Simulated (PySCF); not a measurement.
The vertical singlet excitations below were computed for one of the candidates. The calculation used PySCF, TDDFT PBE0/def2-SVPD, vertical, gas phase, core orbitals frozen in the response. Geometries: GFN2-xTB, one conformer each.

```json
{"state": "S1", "E (eV)": "4.85", "f": "0.0002"}
{"state": "S2", "E (eV)": "6.43", "f": "0.037"}
{"state": "S3", "E (eV)": "7.23", "f": "0.013"}
{"state": "S4", "E (eV)": "7.27", "f": "0.060"}
{"state": "S5", "E (eV)": "7.59", "f": "0.162"}
{"state": "S6", "E (eV)": "7.74", "f": "0.0042"}
```

Orbital energies (eV): HOMO-3 -10.10, HOMO-2 -10.07, HOMO-1 -8.18, HOMO -6.79, LUMO 0.03, LUMO+1 0.74, LUMO+2 1.40.

Task: Which candidate is it? All have the formula C4H9N.
A. `C(C)[C@H]1NC1`
B. `NC1CCC1`
C. `C/C=N\CC`
D. `C/C=N/CC`

Result: C. Its S1, at 4.85 eV, is the lowest among the candidates; the nearest of the others has S1 at 5.17 eV. S1 is HOMO→LUMO (99%). Löwdin shares by element: HOMO nitrogen 57%, carbon 29% or more; LUMO carbon 47% or more, nitrogen 34% (atoms not listed hold the other 18%). At the same level the other candidates give, for their lowest levels:
- `NC1CCC1`: 6.16 eV (f 0.032); 6.77 eV (f 0.004); 6.88 eV (f 0.007); 7.34 eV (f 0.014); 7.94 eV (f 0.002); T1 5.90 eV; HOMO -6.66, LUMO 0.81 eV
- `CC[C@@H]1CN1`: 6.59 eV (f 0.003); 6.87 eV (f 0.020); 7.28 eV (f 0.015); 7.41 eV (f 0.023); 8.13 eV (f 0.048); T1 6.38 eV; HOMO -6.90, LUMO 0.84 eV
- `C/C=N/CC`: 5.17 eV (f 0.001); 7.00 eV (f 0.022); 7.36 eV (f 0.018); 7.63 eV (f 0.143); 7.76 eV (f 0.422); T1 4.35 eV; HOMO -7.06, LUMO 0.11 eV

The values belong to the conformer `[CH3:1]/[CH:2]=[N:3]\[CH2:4][CH3:5]`: C2–N3–C4–C5 180°.
Triplets come from the Tamm–Dancoff approximation.

Without π bonds the low states may be Rydberg-like; a valence basis with one diffuse set may place them up to an eV too high.
